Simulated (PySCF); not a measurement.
Species: C$_{2}$H$_{4}$NO, charge 0, multiplicity 2. It need not be the lowest isomer of its formula. SMILES: C(=O)(N)[CH2]
Structure (B3LYP-D3(BJ)/def2-TZVP (Ansatz) minimum search):
```
C
O 1 1.2263
N 1 1.3732 2 121.77
H 3 1.0038 1 121.90 2 170.47
H 3 1.0058 4 118.49 1 163.33
C 1 1.4517 2 122.04 3 -178.88
H 6 1.0788 1 117.74 2 -0.71
H 6 1.0818 7 119.57 1 -179.64
```
Charge 0, spin multiplicity 2.

Dispersion corrections to the total energy (kcal/mol) from the dftd3 and dftd4 libraries through PySCF: D3(BJ) without and D4 with the three-body term, each with the damping fitted for the functional named.

```csv
functional,D3(BJ),D4
HF,-25.69,___
HSE06,-1.68,___
CAM-B3LYP,___,-2.14
revPBE,-7.75,-9.87
B2GP-PLYP,-1.52,-1.06
BHLYP,-3.68,-2.82
TPSS,-3.55,-3.59
```

Task: What belongs in the gaps?

Result: 
- HF, D4: -10.86
- HSE06, D4: -1.99
- CAM-B3LYP, D3(BJ): -2.02
